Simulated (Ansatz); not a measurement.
# SiB₂H₆: a ladder of functionals and wavefunction methods

One table from this session's results is given with a row withheld; the runs are named, their logs left out.

Computed with Ansatz 0.2.0, Gaussian basis. Level: functionals in def2-TZVPP, the program's frozen cores in correlated methods.

Levels to be run: LDA (SPW92), PBE-D4, revPBE-D4, BLYP-D4, r2SCAN-D4, B97M-V, PBE0-D4, B3LYP-D4, r2SCANh-D4, r2SCAN0-D4, HSE06-D4, BHLYP-D4, CAM-B3LYP-D4, LC-ωPBE, ωB97X-V, ωB97M-V, B2PLYP, PBE-QIDH; CCSD(T)/def2-SVP; CCSD(T)/def2-TZVPP; MP2/def2-QZVPP; extrapolation to the limit; RPA on PBE.

## The geometry

An earlier PBE0-D4 in a triple-zeta def2 set relaxation fixed the geometry.

SMILES `BB[SiH3]`, 9 atoms, charge 0, spin multiplicity 1.

Atoms are counted from 1 here; the program's logs count them from 0.

Bond lengths: B1–B2 1.608 Å, B1–H4 1.201 Å, B1–H5 1.201 Å, B2–Si3 2.026 Å, B2–H6 1.197 Å, Si3–H7 1.490 Å, Si3–H8 1.490 Å, Si3–H9 1.487 Å. Angles: B2–B1–H4 121.8°, B2–B1–H5 121.8°, H4–B1–H5 116.1°, B1–B2–Si3 116.2°, B1–B2–H6 128.7°, Si3–B2–H6 115.0°, B2–Si3–H7 108.6°, B2–Si3–H8 108.5°, B2–Si3–H9 114.8°, H7–Si3–H8 108.5°, H7–Si3–H9 108.1°, H8–Si3–H9 108.1°.

The first run:

Contents of in.yaml:

```yaml
crystal:
  periodic: [false, false, false]
  atoms:
    - {symbol: B, position_ang: [-1.223492, 0.956186, -0.749963]}
    - {symbol: B, position_ang: [0.327521, 0.568608, -0.579942]}
    - {symbol: Si, position_ang: [0.742637, -0.902988, 0.748655]}
    - {symbol: H, position_ang: [-1.939692, 0.375726, -1.519536]}
    - {symbol: H, position_ang: [-1.755695, 1.764263, -0.038719]}
    - {symbol: H, position_ang: [1.280647, 1.033506, -1.134736]}
    - {symbol: H, position_ang: [1.445531, -2.005386, 0.033436]}
    - {symbol: H, position_ang: [1.656729, -0.356483, 1.791138]}
    - {symbol: H, position_ang: [-0.445686, -1.479731, 1.432468]}
basis:
  gaussian: {orbitals: def2-TZVPP}
hamiltonian: {xc: lda}
output: {orbitals: {seedname: orbitals}}
```

Run with:

```sh
ansatz run in.yaml --threads 2 --pin off --events-out ev --progress --plain --max-ram 4352MiB
```

Steps of the session up to this table: LDA; PBE-D4 (GGA); revPBE-D4 (GGA); BLYP-D4 (GGA); r2SCAN-D4 (meta-GGA); B97M-V (meta-GGA); B3LYP-D4 (hybrid); r2SCANh-D4 (hybrid); r2SCAN0-D4 (hybrid); HSE06-D4 (hybrid); BHLYP-D4 (hybrid); CAM-B3LYP-D4 (range-separated); LC-ωPBE (range-separated); ωB97X-V (range-separated); ωB97M-V (range-separated); B2PLYP (double hybrid); PBE-QIDH (double hybrid).

One of the session's tables, all rows but one given; the rest of the session is left out.

It belongs to the step «Frontier levels by functional». 

```
  functional  HOMO (eV)  LUMO (eV)  gap (eV)
 LDA (SPW92)      -6.91      -3.35      3.55
      PBE-D4      -6.82      -3.14      3.68
   revPBE-D4      -6.78      -3.04      3.74
     BLYP-D4      -6.70      -2.95      3.76
   r2SCAN-D4      -7.06      -2.83      4.23
      B97M-V      -7.20      -2.94      4.26
     PBE0-D4      -8.01      -2.17      5.83
    B3LYP-D4      -7.82      -2.35      5.47
  r2SCANh-D4      -7.50      -2.50      5.00
  r2SCAN0-D4          ?          ?         ?
    HSE06-D4      -7.61      -2.56      5.05
    BHLYP-D4      -9.10      -1.08      8.03
CAM-B3LYP-D4      -9.36      -1.00      8.35
     LC-ωPBE     -10.71       0.14     10.85
     ωB97X-V     -10.35       0.05     10.39
     ωB97M-V     -10.17      -0.20      9.96
```

Estimate the missing values for r2SCAN0-D4.

Worked estimate for «HOMO (eV)». Against the share of exact exchange, r2SCAN-D4 (0, -7.06), r2SCANh-D4 (0.1, -7.50) give a slope of -4.40 per unit share; at 0.25 the line stands at -8.16.

As computed: HOMO (eV): -8.16; LUMO (eV): -2.00; gap (eV): 6.16. In «HOMO (eV)» the line misses by 0.00.
